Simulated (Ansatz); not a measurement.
# What a trial cell of CsZn₂ relaxes into

Method: DFT PBE, scalar-relativistic, plane waves, PAW (Ansatz). Cutoff 420 eV, Γ-centred k mesh, Gaussian smearing, no spin polarisation in the final step.

CsZn₂ was placed on the sites of a reported Li2Pt cell (P6/mmm, No. 191), with Cs in place of Pt, Zn in place of Li, at a guessed volume.

```xyz
3
Lattice="5.1323 0.0000 0.0000 -2.5661 4.4447 0.0000 0.0000 0.0000 3.2625" Properties=species:S:1:pos:R:3 pbc="T T T"
Cs    0.0000    0.0000    0.0000
Zn    0.0000    2.9631    1.6313
Zn    2.5661    1.4816    1.6313
```

Cell and atoms relax at zero pressure; the relaxation can't lower the symmetry of the start. After a coarse first stage the cell is made exact in the group found at 0.06 Å.

The zero of energy is the elements' standard structures at the same level; no fitted shifts are applied.

**Question.** Which crystal results?

**Answer.** It keeps P6/mmm (No. 191), but not the shape of the type it started on. The result has the AlB2 structure. Conventional cell: a = 4.572 Å, c = 5.860 Å. Cs is coordinated by 12 Zn at 3.94 Å; Zn is coordinated by 3 Zn at 2.64 Å.

```
Cs Zn
1.0
     4.57213    0.00000    0.00000
    -2.28606    3.95958    0.00000
     0.00000    0.00000    5.86029
Cs Zn
1 2
Direct
  0.00000 0.00000 0.00000
  0.33333 0.66667 0.50000
  0.66667 0.33333 0.50000
```

**Question.** What are its volume, energy, density and gap?

**Answer.** The volume per atom is 35.36 Å³. The density is 4.13 g/cm³ and the energy over the elements is 0.14 eV/atom. The gap on the 12×12×8 mesh is 0 eV (a metal).

The final run used a 12×12×8 mesh on its 3-atom cell and 0.10 eV smearing. The k mesh leaves about 4 meV/atom of noise in metals. Symmetry constrained the relaxation, so the result can be a saddle point.

Cost: 3 runs of about 1.8 core-minutes in all, on Intel Xeon Platinum 8375C (Ice Lake) (shared hosts).